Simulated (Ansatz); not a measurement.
# Relaxing Hf2W

These are results of DFT PBE, scalar-relativistic, plane waves, PAW in Ansatz, not measurements. Cutoff 420 eV, Γ-centred k mesh, Gaussian smearing, no spin polarisation in the final step.

The start puts Hf2W on the AlB2 structure type (P6/mmm, No. 191), with W in place of Al, Hf in place of B, at a guessed volume.

```
CELL_PARAMETERS angstrom
3.80974 0.00000 0.00000
-1.90487 3.29933 0.00000
0.00000 0.00000 4.11350
ATOMIC_POSITIONS crystal
Hf 0.33333 0.66667 0.50000
Hf 0.66667 0.33333 0.50000
W 0.00000 0.00000 0.00000
```

Cell and atoms relax at zero pressure; the relaxation can't lower the symmetry of the start. After a coarse first stage the cell is made exact in the group found at 0.06 Å.

Formation energies are uncorrected and refer to the elements' standard structures at the same level.

Describe the relaxed structure.

It keeps P6/mmm (No. 191), but not the shape of the type it started on. Conventional cell: a = 4.881 Å, c = 2.821 Å. Hf has 5 Hf at 2.82 Å and 6 W at 3.15 Å; W is coordinated by 2 W at 2.82 Å and 12 Hf at 3.15 Å.

```cif
data_structure
_symmetry_space_group_name_H-M 'P6/mmm'
_symmetry_Int_Tables_number 191
_cell_length_a 4.8807
_cell_length_b 4.8807
_cell_length_c 2.8207
_cell_angle_alpha 90.000
_cell_angle_beta 90.000
_cell_angle_gamma 120.000
_cell_volume 58.19
loop_
_atom_site_label
_atom_site_type_symbol
_atom_site_symmetry_multiplicity
_atom_site_Wyckoff_symbol
_atom_site_fract_x
_atom_site_fract_y
_atom_site_fract_z
_atom_site_occupancy
Hf1 Hf 2 d 0.33333 0.66667 0.50000 1
W1 W 1 a 0.00000 0.00000 0.00000 1
```

What are its volume, energy, density and gap?

The volume per atom is 19.40 Å³ and the density is 15.43 g/cm³. The energy over the elements is 0.35 eV/atom and the gap on the 12×12×16 mesh is 0 eV (a metal).

The final run used a 12×12×16 mesh on its 3-atom cell and 0.10 eV smearing. For metals, differences of a few meV/atom aren't resolved. Spin–orbit coupling is left out. A structure relaxed within its symmetry needn't be a true minimum.

Cost: 4 runs of about 3 core-minutes in all, on Arm Neoverse V2 (shared hosts).